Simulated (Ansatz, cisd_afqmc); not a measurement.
Species: O$_{2}$, charge 0, triplet. O2 (SMILES O=O, triplet).
B3LYP-D3(BJ)/def2-TZVP minimum from Ansatz (a quantum-chemistry and plane-wave program):
```xyz
2

O      0.0000     0.0000    -0.6021
O      0.0000     0.0000     0.6021
```
Charge 0, spin multiplicity 3.

Total energies in cc-pVDZ, 12 correlated electrons, 2 frozen orbitals. Open shells are spin-unrestricted; no spin-orbit coupling. Correlated methods leave the cores frozen. No relativity. AFQMC/CISD: phaseless, guided by CISD from CCSD amplitudes; bars are statistical, one sigma. Outlying blocks are dropped, and bars are widened where a walk drifts. Over all cases where full CI ran beside it in this data, AFQMC minus full CI had a median of +0.1 mEh and passed +0.4 mEh in a tenth of the cases. The UHF reference of O2 (O=O, triplet) is spin-contaminated (<S^2> up to 0.05 over the pure value in the sets run).

| method | program | energy (Eh) | minus CCSDTQ (mEh) |
|---|---|---|---|
| HF | Ansatz | -149.62831 | 359.24 |
| MP2 | Ansatz | -149.97226 | 15.29 |
| CCSD | Ansatz | -149.97601 | 11.54 |
| CCSD(T) | Ansatz | -149.98564 | 1.91 |
| CCSDT(Q) | Ansatz | -149.98772 | -0.18 |
| CCSDTQ | Ansatz | -149.98755 | 0.00 |
| AFQMC/CISD | cisd_afqmc | -149.9862 ± 0.0004 | 1.4 ± 0.4 |

Rough core times of Ansatz's runs on a shared machine: CCSD(T) under 20 s, CCSDT(Q) under 20 s, CCSDTQ 4 min.
